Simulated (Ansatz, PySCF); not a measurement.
This PySCF input computes a PBE/def2-TZVPD energy:

```python
from pyscf import gto, scf, dft

mol = gto.M(
    atom='''
    P     0.00000000    0.00000000    0.00000000
    H     0.01153407    1.31627200   -0.47059855
    H     1.13540986   -0.67067869   -0.46389931
    H    -1.14728752   -0.65050087   -0.46340908
    H     0.00034359    0.00490756    1.39790694
    ''',
    basis='def2-tzvpd',
    charge=1,
    spin=0,
    verbose=4,
)

mf = dft.RKS(mol, xc='pbe').density_fit(auxbasis='def2-universal-jkfit')
mf.grids.level = 3
mf.conv_tol = 1e-9
mf.max_cycle = 100
mf.max_memory = 1500
mf.kernel()
if not mf.converged:
    mf = mf.newton()
    mf.kernel(mf.make_rdm1())
mf.analyze()
```

Q: Write an input for the same energy in Ansatz (an electronic-structure program) and say what it gives.

A: 
Ansatz 0.2 input:
```yaml
crystal:
  periodic: [false, false, false]
  atoms:
    - {symbol: P, position_ang: [0.00000000, 0.00000000, 0.00000000]}
    - {symbol: H, position_ang: [0.01153407, 1.31627200, -0.47059855]}
    - {symbol: H, position_ang: [1.13540986, -0.67067869, -0.46389931]}
    - {symbol: H, position_ang: [-1.14728752, -0.65050087, -0.46340908]}
    - {symbol: H, position_ang: [0.00034359, 0.00490756, 1.39790694]}
basis:
  gaussian:
    orbitals: def2-TZVPD
hamiltonian:
  xc: {name: PBE}
total_charge: 1
output: {forces: true}
```
It gives -343.28656 Eh, and PySCF -343.28661 Eh, a difference of 0.05 mEh, from the treatment of integrals and grids.
